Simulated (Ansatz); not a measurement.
**CH2 (singlet): PBE, r2SCAN, B97M-V over a scan of the scale of all distances, cc-pVDZ**

How well do these functionals follow the top wave-function level for CH2 (singlet) over a scan of the scale of all distances?

Program: Ansatz 0.2.0, Gaussian basis. Level of theory: cc-pVDZ, all electrons in the functionals. These are calculated values, not measurements.

To be run: PBE, r2SCAN, B97M-V, at 0.877; 1.000; 1.121; 1.307; 1.505; 1.783; 1.989; 2.425.

14 further runs of the same task are left out: 9 that didn't finish, 5 set aside as unsound or not needed.

### 1 The geometry

The geometry derives from a PBE0/def2-TZVP stationary point (not a proven minimum). All distances are scaled together.

3 atoms, charge 0, spin multiplicity 1.

Atoms are counted from 1 here; the program's logs count them from 0.

Bond lengths: C1–H2 1.113 Å, C1–H3 1.113 Å. Angles: H2–C1–H3 101.6°.

No dispersion term is added; B97M-V holds VV10 nonlocal correlation.

The geometry shown and the zero of energy belong to the point 1.000. The yardstick, FCI, and other wave-function levels (R restricted, U unrestricted, valence and pair active spaces) come from earlier runs.

### 2 PBE, 0.877

File in.yaml:

```yaml
crystal:
  periodic: [false, false, false]
  atoms:
    - {symbol: C, position_ang: [0.000000, -0.088631, 0.000000]}
    - {symbol: H, position_ang: [0.000000, 0.528070, -0.756056]}
    - {symbol: H, position_ang: [0.000000, 0.528070, 0.756056]}
basis:
  gaussian: {orbitals: cc-pVDZ}
magnetization: {spin_polarized: true, initial_magnetization: 0}
hamiltonian: {xc: {name: PBE}}
output: {orbitals: {seedname: orbitals}}
```

The run is started by

```bash
ansatz run in.yaml --threads 1 --pin off --events-out ev --progress --plain --max-ram 2393MiB
```

After this run come: PBE, 1.000; PBE, 1.121; PBE, 1.307; PBE, 1.505; PBE, 1.783; PBE, 1.989; PBE, 2.425; r2SCAN, 0.877; r2SCAN, 1.000; r2SCAN, 1.121; r2SCAN, 1.307; r2SCAN, 1.505; r2SCAN, 1.783; r2SCAN, 1.989; r2SCAN, 2.425; B97M-V, 0.877; B97M-V, 1.000; B97M-V, 1.121; B97M-V, 1.307; B97M-V, 1.505; B97M-V, 1.783; B97M-V, 1.989; B97M-V, 2.425.

Q: Predict the results of all the runs planned. Wanted: span of the FCI curve; largest miss, PBE; largest miss, r2SCAN; largest miss, B97M-V; largest miss, RCCSD(T); largest miss, UCCSD(T).

**Answer**, as computed:

| quantity | value |
| --- | --- |
| span of the FCI curve | 6.904 eV |
| largest miss, PBE | +0.657 eV (2.425) |
| largest miss, r2SCAN | +0.799 eV (1.783) |
| largest miss, B97M-V | +0.770 eV (1.989) |
| largest miss, RCCSD(T) | -0.615 eV (2.425) |
| largest miss, UCCSD(T) | +0.307 eV (1.989) |

**Reading.** Of the functionals, PBE keep the smallest largest miss at the points compared (at most 0.657 eV) and r2SCAN strays most (0.799 eV, at 1.783). PBE, r2SCAN, B97M-V clearly break the spin symmetry at some points (⟨S²⟩ up to 1.75 above the pure value), so energy there is bought with a mixed spin. Functionals and the yardstick converge differently with the basis, so part of each miss in cc-pVDZ is the basis.
